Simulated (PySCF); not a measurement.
# S2H3: doublet, from a see-saw (ligand arrangement 2) start

The task is one start of a wider search on S2H3: the doublet, from a see-saw (ligand arrangement 2) start. It is relaxed, tested by its Hessian and followed downhill if it is a saddle.

Program: PySCF 2.14.0. Level of theory: PBE0, basis S def2-TZVP, H def2-TZVP, no relativity, density fitting. These are calculated values, not measurements.

## 1. The system as given

5 atoms, charge 0, spin multiplicity 2.

Bond lengths: S1–S2 1.880 Å, S1–H3 1.350 Å, S1–H4 1.350 Å, S1–H5 1.350 Å. Angles: S2–S1–H3 170.0°, S2–S1–H4 86.9°, S2–S1–H5 86.9°, H3–S1–H4 86.9°, H3–S1–H5 86.9°, H4–S1–H5 104.0°.

```xyz
5
charge 0 multiplicity 2
S     0.0000    0.0000    0.0000
S     0.0000   -1.8728    0.1639
H     0.0000    1.3449    0.1177
H     1.0638    0.0000    0.8311
H    -1.0638    0.0000    0.8311
```

## 2. Finding the electronic state

The steps below are one call of a driver around PySCF. For each, scf.py gives the equivalent set-up of the SCF; relaxations use the driver's own optimiser. After this first run the driver tries any further starts and a stability analysis.

File scf.py:

```python
from pyscf import gto, scf, dft
mol = gto.M(atom='''
S      0.000000     0.000000     0.000000
S     -0.000000    -1.872800     0.163900
H      0.000000     1.344900     0.117700
H      1.063800     0.000000     0.831100
H     -1.063800     0.000000     0.831100''',
    basis={'S': 'def2-TZVP', 'H': 'def2-TZVP'},
    charge=0, spin=1)
mf = dft.UKS(mol, xc='PBE0')
mf.grids.atom_grid = (50, 194)
aux = {'S': 'def2-universal-JKFIT', 'H': 'def2-universal-JKFIT'}
mf = mf.density_fit(auxbasis=aux)
mf.conv_tol = 1e-08
mf.diis_space = 10
mf.max_cycle = 60
mf.init_guess = 'minao'
mf.verbose = 4
mf.kernel()
```

The run is started by

```bash
$ OMP_NUM_THREADS=4 python axn.py task.json out
```

Output:

```text
init E= -798.289310409137
[... the frontier-level lines of each cycle are left out ...]
cycle= 1 E= -797.669688400076  delta_E= 0.62  |g|= 0.312  |ddm|= 1.39
cycle= 2 E= -797.52447618015  delta_E= 0.145  |g|= 0.577  |ddm|= 1.23
cycle= 3 E= -797.744176386913  delta_E= -0.22  |g|= 0.0446  |ddm|= 0.771
cycle= 4 E= -797.745164978696  delta_E= -0.000989  |g|= 0.0356  |ddm|= 0.0952
cycle= 5 E= -797.745940189319  delta_E= -0.000775  |g|= 0.00863  |ddm|= 0.0396
cycle= 6 E= -797.746081483834  delta_E= -0.000141  |g|= 0.0052  |ddm|= 0.0265
cycle= 7 E= -797.746149403316  delta_E= -6.79e-05  |g|= 0.00378  |ddm|= 0.0195
cycle= 8 E= -797.746192714329  delta_E= -4.33e-05  |g|= 0.00242  |ddm|= 0.0188
cycle= 9 E= -797.746217910171  delta_E= -2.52e-05  |g|= 0.000913  |ddm|= 0.0213
cycle= 10 E= -797.746220861632  delta_E= -2.95e-06  |g|= 0.000215  |ddm|= 0.00801
cycle= 11 E= -797.746221011349  delta_E= -1.5e-07  |g|= 7.46e-05  |ddm|= 0.00158
cycle= 12 E= -797.746221027239  delta_E= -1.59e-08  |g|= 1.5e-05  |ddm|= 0.00065
cycle= 13 E= -797.746221027598  delta_E= -3.58e-10  |g|= 5.34e-06  |ddm|= 4.27e-05
Extra cycle  E= -797.746221027615  delta_E= -1.73e-11  |g|= 5.77e-06  |ddm|= 1.5e-05
converged SCF energy = -797.746221027615  <S^2> = 0.75828805  2S+1 = 2.0082709
```

This step, with its further starts and checks, needed 3.5 s of wall time on 4 threads of Arm Neoverse V1, shared host.

No lower solution of this spin turned up in the test of internal stability.

## 3. See-saw (ligand arrangement 2) start, doublet: relaxation

The program finds Cs symmetry in the start, which this walk keeps. The walk stops when the largest gradient is under 0.0003 Eh/bohr and the energy has settled too.

scf.py, as its differences from that of step 2:

```diff
@@ -3,5 +3,5 @@
-S      0.000000     0.000000     0.000000
-S     -0.000000    -1.872800     0.163900
-H      0.000000     1.344900     0.117700
-H      1.063800     0.000000     0.831100
-H     -1.063800     0.000000     0.831100''',
+S      0.000000     0.873883    -0.105037
+S      0.000000    -0.998917     0.058863
+H      0.000000     2.218783     0.012663
+H      1.063800     0.873883     0.726063
+H     -1.063800     0.873883     0.726063''',
@@ -17 +16,0 @@
-mf.init_guess = 'minao'
```

The optimiser's trace:

```tsv
step	energy (Eh)	change (kJ/mol)	largest symmetric gradient (Eh/bohr)
0	-797.746221	0.00	0.13212
1	-797.786840	-106.64	0.03538
2	-797.792759	-122.18	0.01442
3	-797.795081	-128.28	0.00200
4	-797.795169	-128.51	0.00121
5	-797.795176	-128.53	0.00062
6	-797.795181	-128.54	0.00043
7	-797.795183	-128.55	0.00081
8	-797.795189	-128.56	0.00155
9	-797.795200	-128.59	0.00284
10	-797.795214	-128.63	0.00377
11	-797.795240	-128.70	0.00329
12	-797.795303	-128.86	0.00074
13	-797.795305	-128.87	0.00029
```

The walk took 18 s.

Geometry (Å) and forces (eV/Å) at some steps:

```
step 0
S    0.000   0.874  -0.105   0.000   1.931   2.119
S    0.000  -0.999   0.059   0.000  -6.794  -1.120
H    0.000   2.219   0.013   0.000   2.438  -0.677
H    1.064   0.874   0.726   0.398   1.212  -0.162
H   -1.064   0.874   0.726  -0.398   1.212  -0.162
step 1
S    0.000   0.874  -0.030   0.000   0.165   0.312
S    0.000  -1.181  -0.005   0.000  -1.819  -0.432
H    0.000   2.294  -0.025   0.000   0.800  -0.203
H    1.095   0.927   0.740   0.058   0.427   0.162
H   -1.095   0.927   0.740  -0.058   0.427   0.162
step 7
S    0.000   0.844  -0.020   0.000  -0.042  -0.010
S    0.000  -1.335  -0.125   0.000   0.028  -0.001
H    0.000   2.324  -0.127   0.000   0.014  -0.006
H    1.016   1.004   0.845   0.003   0.000   0.009
H   -1.016   1.004   0.845  -0.003   0.000   0.009
step 13
S    0.000   0.802   0.001   0.000   0.000   0.015
S    0.000  -1.299  -0.160   0.000  -0.010  -0.001
H    0.000   2.303  -0.170   0.000   0.007   0.003
H    1.005   1.017   0.874  -0.002   0.002  -0.008
H   -1.005   1.017   0.874   0.002   0.002  -0.008
```

End point (Cs, 13 steps, 128.9 kJ/mol gained): S–H 1.348 Å (×2), S–H 1.511 Å, S–S 2.107 Å; H–S–H 85.1° (×2), H–S–H 96.3°, H–S–S 102.0° (×2), H–S–S 169.1°.

## 4. Frequencies

The point is checked on the finer grid, and tightened if its gradient asks for it. The Hessian and the dipole derivatives come from central differences of analytic gradients, with steps of 0.02 bohr.

scf.py, as its differences from that of step 3:

```diff
@@ -3,5 +3,5 @@
-S      0.000000     0.873883    -0.105037
-S      0.000000    -0.998917     0.058863
-H      0.000000     2.218783     0.012663
-H      1.063800     0.873883     0.726063
-H     -1.063800     0.873883     0.726063''',
+S      0.000000     0.975705     0.052176
+S      0.000000    -1.129084    -0.105417
+H      0.000000     2.476573    -0.115275
+H      1.005779     1.188635     0.923818
+H     -1.005779     1.188635     0.923818''',
@@ -11 +11 @@
-mf.grids.atom_grid = (50, 194)
+mf.grids.atom_grid = (75, 302)
@@ -14 +14 @@
-mf.conv_tol = 1e-08
+mf.conv_tol = 1e-10
```

The driver hands on the density of the step before, so the log starts near convergence.

Log of the central SCF (cycles and frontier levels):

```text
init E= -797.795317072052
[... the frontier-level lines of each cycle are left out ...]
cycle= 1 E= -797.795317072051  delta_E= 6.82e-13  |g|= 2.01e-06  |ddm|= 3.79e-06
Extra cycle  E= -797.795317072046  delta_E= 5.12e-12  |g|= 3.59e-06  |ddm|= 6.67e-06
converged SCF energy = -797.795317072046  <S^2> = 0.76418348  2S+1 = 2.0141335
```

The whole step took 54 s.

Geometry: Cs; S–H 1.348 Å (×2), S–H 1.510 Å, S–S 2.111 Å; H–S–H 85.1° (×2), H–S–H 96.5°, H–S–S 101.9° (×2), H–S–S 169.4°.

Harmonic modes (main isotopes):

| symmetry | ω (cm⁻¹) | IR (km/mol) | μ (u) |
| --- | --- | --- | --- |
| a' | 201 | 57.2 | 7.85 |
| a'' | 531 | 0.0 | 1.14 |
| a' | 593 | 25.0 | 1.25 |
| a' | 1019 | 12.3 | 1.07 |
| a' | 1172 | 136 | 1.04 |
| a'' | 1221 | 7.2 | 1.02 |
| a' | 1531 | 619 | 1.02 |
| a' | 2619 | 1.7 | 1.03 |
| a'' | 2629 | 2.4 | 1.04 |

Every mode is real; the point is a minimum.

Properties at this point:

```yaml
Dipole_moment: 4.32 D
Highest_occupied_level: -6.20 eV
Lowest_empty_level: -2.96 eV
Rotational_constants: 4.779, 0.2046, 0.2032 cm⁻¹
Zero-point_energy: 68.9 kJ/mol
Principal_polarisabilities: 28.3, 29.8, 92.5 bohr³
Atomisation_energy_without_zero-point_energy: 905 kJ/mol
Principal_traceless_quadrupole_moments_about_the_centre_of_mass: -2.53, 1.23, 1.30 D Å
Entropy_at_298.15_K_and_1_bar_electronic_part_spin_only: 271.5 J/(mol K)
Heat_capacity_Cp_at_298.15_K: 53.8 J/(mol K)
Enthalpy_at_298.15_K_above_0_K: 12.54 kJ/mol
Rotational_symmetry_number: 1
Spin_squared_⟨S²⟩: 0.764
```

Populations by atom (charges in e):

| atom | Mulliken | Löwdin | polar tensor | spin (Mulliken) | Mayer order to S1 |
| --- | --- | --- | --- | --- | --- |
| S1 | 0.00 | 0.28 | 0.76 | 0.13 | – |
| S2 | -0.45 | -0.37 | -0.51 | 0.61 | 1.19 |
| H3 | 0.00 | -0.03 | -0.31 | 0.29 | 0.71 |
| H4,5 | 0.22 | 0.06 | 0.03 | -0.02 | 0.88 |

Mulliken populations on S1: s 5.75, p 9.79, d 0.45, f 0.01.

## 5. Outcome

| quantity | value |
| --- | --- |
| minimum | doublet, Cs |
| geometry | S–H 1.348 Å (×2), S–H 1.510 Å, S–S 2.111 Å; H–S–H 85.1° (×2), H–S–H 96.5°, H–S–S 101.9° (×2), H–S–S 169.4° |
| wavenumbers (cm⁻¹) | 201 (a'), 531 (a''), 593 (a'), 1019 (a'), 1172 (a'), 1221 (a''), 1531 (a'), 2619 (a'), 2629 (a'') |
| dipole moment | 4.32 D |
| highest occupied, lowest empty level (either spin) | -6.20, -2.96 eV |
| polar-tensor charge of S1 | +0.76 e |
| zero-point energy | 68.9 kJ/mol |
| entropy at 298.15 K | 271.5 J/(mol K) |
| atomisation energy (no zero-point energy) | 905 kJ/mol |
| ⟨S²⟩ | 0.764 |

The molecule stays Cs, as typed, and the end point is a minimum. The strongest infrared band lies at 1531 cm⁻¹ (a', stretch). Only this shape and spin were tried, so other structures or states may lie lower.

The search up to here took 76 s.
